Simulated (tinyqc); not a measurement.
Extended Hueckel theory, for H3O+, step by step. The parameters take no account of the charge, which enters only through the electron count. Computed by tinyqc, a small Python program that keeps every step (integrals from PySCF). Settings: charge = 1, K = 2.0, weighted = 1, multiplicity = 1. Command: `OMP_NUM_THREADS=1 python tinyqc.py 31342 31343 out.jsonl` (the two numbers bound the seeds that draw the settings). One thread of a shared host (Intel(R) Xeon(R) Processor @ 2.60GHz), about 0.01 s of CPU time with the checks.

## Overlaps

Geometry (angstrom):

| atom | x | y | z |
|---|---|---|---|
| O | 0.0000 | 0.0000 | 0.0690 |
| H | 0.9460 | 0.0000 | 0.0000 |
| H | -0.4730 | 0.8200 | 0.0000 |
| H | -0.4730 | -0.8200 | 0.0000 |

Parameters chosen for this run:

| element | shell | Slater exponent | H_ii (eV) |
|---|---|---|---|
| O | 2s | 2.2750 | -32.3000 |
| O | 2p | 2.2750 | -14.8000 |
| H | 1s | 1.3000 | -13.6000 |

Slater orbitals, each expanded in six Gaussians scaled to its exponent.

overlap S, lower triangle:
```
         1O 2s   1O 2px   1O 2py   1O 2pz   2H 1s   3H 1s   4H 1s
1O 2s   1.0000
1O 2px  0.0000   1.0000
1O 2py  0.0000   0.0000   1.0000
1O 2pz  0.0000   0.0000   0.0000   1.0000
2H 1s   0.4671   0.3955   0.0000  -0.0288  1.0000
3H 1s   0.4666  -0.1975   0.3424  -0.0288  0.1861  1.0000
4H 1s   0.4666  -0.1975  -0.3424  -0.0288  0.1861  0.1858  1.0000
```

## Wolfsberg-Helmholz matrix

diagonal H_ii (eV): 1O 2s -32.3000, 1O 2px -14.8000, 1O 2py -14.8000, 1O 2pz -14.8000, 2H 1s -13.6000, 3H 1s -13.6000, 4H 1s -13.6000

K = 2.0000

H_ij = K' S_ij (H_ii + H_jj)/2 for i != j (the diagonal keeps H_ii), with K' = K + D^2 + D^4 (1 - K), D = (H_ii - H_jj)/(H_ii + H_jj), K = 2.

H (eV), lower triangle:
```
           1O 2s    1O 2px    1O 2py    1O 2pz     2H 1s     3H 1s     4H 1s
1O 2s   -32.3000
1O 2px    0.0000  -14.8000
1O 2py    0.0000    0.0000  -14.8000
1O 2pz    0.0000    0.0000    0.0000  -14.8000
2H 1s   -22.9224  -11.2414    0.0000    0.8199  -13.6000
3H 1s   -22.9014    5.6135   -9.7317    0.8189   -5.0617  -13.6000
4H 1s   -22.9014    5.6135    9.7317    0.8189   -5.0617   -5.0528  -13.6000
```

## Orbitals

valence electrons = 8

Solve H C = S C e through S^(-1/2); fill by pairs from the bottom, a degenerate level sharing its electrons equally; each orbital has its largest coefficient positive (the first on a tie).

orbital energies (eV): -36.3497  -18.4281  -18.4270  -14.8114  5.8881  5.9073  31.2106

occupations: 2.0000  2.0000  2.0000  2.0000  0.0000  0.0000  0.0000

coefficients:
```
            MO1      MO2      MO3      MO4      MO5      MO6      MO7
1O 2s    0.7355   0.0000  -0.0001   0.0266   0.0000   0.0012   1.1711
1O 2px  -0.0001   0.0000   0.6769   0.0000   0.0000  -0.9728   0.0018
1O 2py   0.0000   0.6768   0.0000   0.0000   0.9728   0.0000   0.0000
1O 2pz   0.0053   0.0000   0.0000   0.9990   0.0000  -0.0001  -0.0741
2H 1s    0.1672   0.0000   0.4140  -0.0097   0.0000   0.9886  -0.6634
3H 1s    0.1671   0.3587  -0.2071  -0.0097  -0.8566  -0.4956  -0.6606
4H 1s    0.1671  -0.3587  -0.2071  -0.0097   0.8566  -0.4956  -0.6606
```

sum of one-electron energies = -176.0324 eV

## Mulliken analysis

P = C n C^T; charge = valence electrons (O 6, H 1) minus the sum of (P S)_ii on the atom; overlap population = 2 sum P_ij S_ij between two atoms.

charges: 1O 0.0783, 2H 0.3072, 3H 0.3072, 4H 0.3072

Overlap populations:

| pair | value |
|---|---|
| 2-1 | 0.673572 |
| 3-1 | 0.673139 |
| 3-2 | -0.042976 |
| 4-1 | 0.673139 |
| 4-2 | -0.042976 |
| 4-3 | -0.042915 |
